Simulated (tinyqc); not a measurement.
Worked calculation (part 2 of 2): CIS and TDHF on RHF in the sto-3g basis, frozen core, for H2F+, spin multiplicity 1. Computed by tinyqc, a small Python program that keeps every step (integrals from PySCF). Command: `OMP_NUM_THREADS=1 python tinyqc.py 22047 22048 out.jsonl` (the two numbers bound the seeds that draw the settings). One thread of a shared host (Intel(R) Xeon(R) Processor @ 2.60GHz), about 0.08 s of CPU time with the checks.

Geometry (angstrom):
```
atom       x        y       z
F     0.0000   0.0000  0.0000
H     0.0000   0.8380  0.5610
H     0.0000  -0.8380  0.5610
```

## CIS singlet states

CIS matrix A, singlet (hartree), order 2>6, 2>7, 3>6, 3>7, 4>6, 4>7, 5>6, 5>7:
$$\begin{pmatrix}
1.6059 & 0.0000 & 0.0000 & -0.0485 & 0.0538 & 0.0000 & 0.0000 & 0.0000 \\
0.0000 & 1.6795 & 0.0400 & 0.0000 & 0.0000 & -0.0306 & 0.0000 & 0.0000 \\
0.0000 & 0.0400 & 0.7398 & 0.0000 & 0.0000 & -0.0362 & 0.0000 & 0.0000 \\
-0.0485 & 0.0000 & 0.0000 & 1.0240 & -0.1215 & 0.0000 & 0.0000 & 0.0000 \\
0.0538 & 0.0000 & 0.0000 & -0.1215 & 0.6524 & 0.0000 & 0.0000 & 0.0000 \\
0.0000 & -0.0306 & -0.0362 & 0.0000 & 0.0000 & 0.7084 & 0.0000 & 0.0000 \\
0.0000 & 0.0000 & 0.0000 & 0.0000 & 0.0000 & 0.0000 & 0.5181 & 0.0000 \\
0.0000 & 0.0000 & 0.0000 & 0.0000 & 0.0000 & 0.0000 & 0.0000 & 0.6088
\end{pmatrix}$$

dipole integrals <i|r|a> (bohr), order 2>6, 2>7, 3>6, 3>7, 4>6, 4>7, 5>6, 5>7:
$$\begin{pmatrix}
0.0000 & 0.0000 & 0.0572 \\
0.0000 & -0.1000 & 0.0000 \\
0.0000 & 0.8234 & 0.0000 \\
0.0000 & 0.0000 & -0.5320 \\
0.0000 & 0.0000 & 0.3804 \\
0.0000 & -0.5716 & 0.0000 \\
-0.0225 & 0.0000 & 0.0000 \\
0.0000 & 0.0000 & 0.0000
\end{pmatrix}$$

Diagonalise A (1 hartree = 27.211386 eV); each vector has its largest component positive (the first on a tie). The transition dipole is mu = sqrt2 sum c_ia <i|r|a>.

singlet excitation energies (eV): [14.0992, 16.5661, 16.7281, 18.6294, 20.7022, 28.6617, 43.9265, 45.7779]

lowest vectors, order 2>6, 2>7, 3>6, 3>7, 4>6, 4>7, 5>6, 5>7:
$$\begin{pmatrix}
0.0000 & 0.0000 & -0.0383 & 0.0000 & 0.0000 & 0.1106 \\
0.0000 & 0.0000 & 0.0000 & 0.0038 & -0.0546 & 0.0000 \\
0.0000 & 0.0000 & 0.0000 & 0.5471 & 0.8360 & 0.0000 \\
0.0000 & 0.0000 & 0.2801 & 0.0000 & 0.0000 & 0.9552 \\
0.0000 & 0.0000 & 0.9592 & 0.0000 & 0.0000 & -0.2745 \\
0.0000 & 0.0000 & 0.0000 & 0.8371 & -0.5461 & 0.0000 \\
1.0000 & 0.0000 & 0.0000 & 0.0000 & 0.0000 & 0.0000 \\
0.0000 & 1.0000 & 0.0000 & 0.0000 & 0.0000 & 0.0000
\end{pmatrix}$$

oscillator strengths 2/3 w |mu|^2: [0.0003, 0.0000, 0.0374, 0.0007, 1.0265, 0.5161]

## TDHF (RPA) singlet states

Two-electron integrals over orbitals (pq|rs), unique and non-zero (hartree); the lowest 1 orbital is frozen and left out:
```
(22|22) 0.8586    (32|32) 0.1581    (33|22) 0.7570    (33|33) 0.7345
(42|22) 0.0038    (42|33) -0.0055   (42|42) 0.1597    (43|32) 0.0061
(43|43) 0.0482    (44|22) 0.8155    (44|33) 0.7130    (44|42) -0.0904
(44|44) 0.8957    (52|52) 0.1812    (53|53) 0.0382    (54|52) -0.0348
(54|54) 0.0548    (55|22) 0.8797    (55|33) 0.7459    (55|42) -0.0507
(55|44) 0.8370    (55|55) 0.9975    (62|22) -0.1466   (62|33) -0.0909
(62|42) -0.0407   (62|44) -0.1044   (62|55) -0.1521   (62|62) 0.0777
(63|32) 0.0255    (63|43) 0.0176    (63|63) 0.0675    (64|22) -0.1378
(64|33) -0.0824   (64|42) 0.0085    (64|44) -0.1473   (64|55) -0.1434
(64|62) 0.0607    (64|64) 0.0721    (65|52) -0.0536   (65|54) -0.0070
(65|65) 0.0267    (66|22) 0.5752    (66|33) 0.5562    (66|42) 0.0677
(66|44) 0.5378    (66|55) 0.5497    (66|62) -0.0548   (66|64) -0.0287
(66|66) 0.5455    (72|32) 0.0640    (72|43) -0.0239   (72|63) -0.0276
(72|72) 0.0559    (73|22) 0.2049    (73|33) 0.1618    (73|42) -0.0587
(73|44) 0.2016    (73|55) 0.2300    (73|62) -0.0719   (73|64) -0.0838
(73|66) 0.0195    (73|73) 0.1610    (74|32) -0.0571   (74|43) 0.0091
(74|63) -0.0412   (74|72) -0.0115   (74|74) 0.0492    (75|53) 0.0255
(75|75) 0.0199    (76|32) -0.0953   (76|43) -0.0462   (76|63) -0.0820
(76|72) 0.0070    (76|74) 0.0599    (76|76) 0.1584    (77|22) 0.6156
(77|33) 0.6166    (77|42) 0.0077    (77|44) 0.5935    (77|55) 0.6031
(77|62) -0.0468   (77|64) -0.0309   (77|66) 0.5397    (77|73) 0.0706
(77|77) 0.5797
```

B(ia,jb) = 2 (ia|jb) - (ib|ja); the squared energies are the eigenvalues of (A - B)(A + B); 1 hartree = 27.211386 eV.

TDHF matrix B, singlet (hartree), order 2>6, 2>7, 3>6, 3>7, 4>6, 4>7, 5>6, 5>7:
$$\begin{pmatrix}
0.0777 & 0.0000 & 0.0000 & -0.1162 & 0.0607 & 0.0000 & 0.0000 & 0.0000 \\
0.0000 & 0.0559 & 0.0166 & 0.0000 & 0.0000 & -0.0115 & 0.0000 & 0.0000 \\
0.0000 & 0.0166 & 0.0675 & 0.0000 & 0.0000 & 0.0014 & 0.0000 & 0.0000 \\
-0.1162 & 0.0000 & 0.0000 & 0.1610 & -0.1265 & 0.0000 & 0.0000 & 0.0000 \\
0.0607 & 0.0000 & 0.0000 & -0.1265 & 0.0721 & 0.0000 & 0.0000 & 0.0000 \\
0.0000 & -0.0115 & 0.0014 & 0.0000 & 0.0000 & 0.0492 & 0.0000 & 0.0000 \\
0.0000 & 0.0000 & 0.0000 & 0.0000 & 0.0000 & 0.0000 & 0.0267 & 0.0000 \\
0.0000 & 0.0000 & 0.0000 & 0.0000 & 0.0000 & 0.0000 & 0.0000 & 0.0199
\end{pmatrix}$$

squared energies w^2 (hartree^2): [0.2678, 0.3702, 0.3727, 0.4655, 0.5750, 1.0483, 2.5687, 2.8262]

TDHF energies from the positive w^2 (eV): [14.0805, 16.5573, 16.6124, 18.5653, 20.6349, 27.8605, 43.6123, 45.7459]

## CIS matrix, triplets

orbital energies (hartree): MO1 -26.6183, MO2 -2.0481, MO3 -1.1833, MO4 -1.0684, MO5 -1.0369, MO6 -0.0224, MO7 0.1351

A(ia,jb) = (e_a - e_i) d_ij d_ab - (ij|ab).

CIS matrix A, triplet (hartree), order 2>6, 2>7, 3>6, 3>7, 4>6, 4>7, 5>6, 5>7:
$$\begin{pmatrix}
1.4505 & 0.0000 & 0.0000 & 0.0953 & -0.0677 & 0.0000 & 0.0000 & 0.0000 \\
0.0000 & 1.5676 & 0.0953 & 0.0000 & 0.0000 & -0.0077 & 0.0000 & 0.0000 \\
0.0000 & 0.0953 & 0.6048 & 0.0000 & 0.0000 & 0.0462 & 0.0000 & 0.0000 \\
0.0953 & 0.0000 & 0.0000 & 0.7019 & 0.0462 & 0.0000 & 0.0000 & 0.0000 \\
-0.0677 & 0.0000 & 0.0000 & 0.0462 & 0.5083 & 0.0000 & 0.0000 & 0.0000 \\
0.0000 & -0.0077 & 0.0462 & 0.0000 & 0.0000 & 0.6100 & 0.0000 & 0.0000 \\
0.0000 & 0.0000 & 0.0000 & 0.0000 & 0.0000 & 0.0000 & 0.4648 & 0.0000 \\
0.0000 & 0.0000 & 0.0000 & 0.0000 & 0.0000 & 0.0000 & 0.0000 & 0.5689
\end{pmatrix}$$

## CIS triplet states

Diagonalise A (1 hartree = 27.211386 eV); each vector has its largest component positive (the first on a tie).

triplet excitation energies (eV): [12.6478, 13.3243, 15.1129, 15.4815, 17.6891, 19.1739, 39.9032, 42.9120]

lowest vectors, order 2>6, 2>7, 3>6, 3>7, 4>6, 4>7, 5>6, 5>7:
$$\begin{pmatrix}
0.0000 & 0.0928 & 0.0000 & 0.0000 & 0.0000 & -0.0990 \\
0.0000 & 0.0000 & -0.0761 & 0.0000 & -0.0609 & 0.0000 \\
0.0000 & 0.0000 & 0.7555 & 0.0000 & 0.6478 & 0.0000 \\
0.0000 & -0.2516 & 0.0000 & 0.0000 & 0.0000 & 0.9604 \\
0.0000 & 0.9634 & 0.0000 & 0.0000 & 0.0000 & 0.2603 \\
0.0000 & 0.0000 & -0.6507 & 0.0000 & 0.7593 & 0.0000 \\
1.0000 & 0.0000 & 0.0000 & 0.0000 & 0.0000 & 0.0000 \\
0.0000 & 0.0000 & 0.0000 & 1.0000 & 0.0000 & 0.0000
\end{pmatrix}$$

## TDHF (RPA) triplet states

B(ia,jb) = - (ib|ja); the squared energies are the eigenvalues of (A - B)(A + B); 1 hartree = 27.211386 eV.

TDHF matrix B, triplet (hartree), order 2>6, 2>7, 3>6, 3>7, 4>6, 4>7, 5>6, 5>7:
$$\begin{pmatrix}
-0.0777 & 0.0000 & 0.0000 & 0.0276 & -0.0607 & 0.0000 & 0.0000 & 0.0000 \\
0.0000 & -0.0559 & 0.0719 & 0.0000 & 0.0000 & 0.0115 & 0.0000 & 0.0000 \\
0.0000 & 0.0719 & -0.0675 & 0.0000 & 0.0000 & 0.0838 & 0.0000 & 0.0000 \\
0.0276 & 0.0000 & 0.0000 & -0.1610 & 0.0412 & 0.0000 & 0.0000 & 0.0000 \\
-0.0607 & 0.0000 & 0.0000 & 0.0412 & -0.0721 & 0.0000 & 0.0000 & 0.0000 \\
0.0000 & 0.0115 & 0.0838 & 0.0000 & 0.0000 & -0.0492 & 0.0000 & 0.0000 \\
0.0000 & 0.0000 & 0.0000 & 0.0000 & 0.0000 & 0.0000 & -0.0267 & 0.0000 \\
0.0000 & 0.0000 & 0.0000 & 0.0000 & 0.0000 & 0.0000 & 0.0000 & -0.0199
\end{pmatrix}$$

squared energies w^2 (hartree^2): [0.2153, 0.2217, 0.2853, 0.3233, 0.4201, 0.4741, 2.1414, 2.4777]

TDHF energies from the positive w^2 (eV): [12.6270, 12.8111, 14.5343, 15.4720, 17.6381, 18.7371, 39.8196, 42.8329]
